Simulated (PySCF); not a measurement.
Predicted microwave data (PySCF 2.14.0, PBE0-D3(BJ)/def2-SVP geometry optimisation, gas phase) for one isomer of C7H7 (doublet):

| Property | Result |
| --- | --- |
| Rotational constants | A = 5542, B = 2701, C = 1816 MHz |
| Dipole components | \|μa\| = 0.05 D, \|μb\| = 0.00 D, \|μc\| = 0.00 D |
| Inertial defect | 0.00 u·Å² |
| κ | -0.53 |

Problem. Which structure is it? (One computed conformer of each.)
A. tropyl radical, `[CH]1C=CC=CC=C1`
B. `[C:1]1=[CH:2][CH2:3][CH:4]=[CH:5][CH:6]=[CH:7]1` (doublet state) with C1–C2–C3–C4 68°, C2–C3–C4–C5 -63°, C4–C5–C6–C7 26°, C2–C1–C7–C6 -28°
C. `c1ccccc1[CH2]` (benzyl)
D. `[C:1]1=[CH:2][CH:3]=[CH:4][CH2:5][CH:6]=[CH:7]1` (doublet state) with C1–C2–C3–C4 33°, C3–C4–C5–C6 -69°, C4–C5–C6–C7 65°, C2–C1–C7–C6 -33°
E. `C1=CC[C]2CC2=C1` [radical]

Solution. C. It is [CH2]c1ccccc1, an asymmetric top, point group C2v. The candidates at the same level (rigid rotor, commonest isotopes):

```csv
SMILES,A (MHz),B (MHz),C (MHz),μa (D),μb (D),μc (D),Δ (u·Å²),point group,rotor
[CH2]c1ccccc1,5542,2701,1816,0.05,0.00,0.00,0.00,C2v,asymmetric top
[CH]1C=CC=CC=C1,3718,3713,1858,0.03,0.03,0.00,0.00,C2v,–
[C]1=CC=CCC=C1,4044,3606,2104,0.26,1.04,0.36,-24.88,–,asymmetric top
C1=CC[C]2CC2=C1,5059,3071,1959,0.44,0.63,0.00,-6.46,Cs,asymmetric top
[C]1=CCC=CC=C1,4052,3586,2078,0.32,0.92,0.16,-22.45,–,asymmetric top
```

`C1=CC[C]2CC2=C1` has B 14 % too high; `[C]1=CCC=CC=C1` has B 33 % too high; `[C]1=CC=CCC=C1` has B 34 % too high; `[CH]1C=CC=CC=C1` has B 37 % too high. In the right answer the symmetry axis of this C2v structure is a, so μb and μc vanish by symmetry. No structure here is proved a minimum.
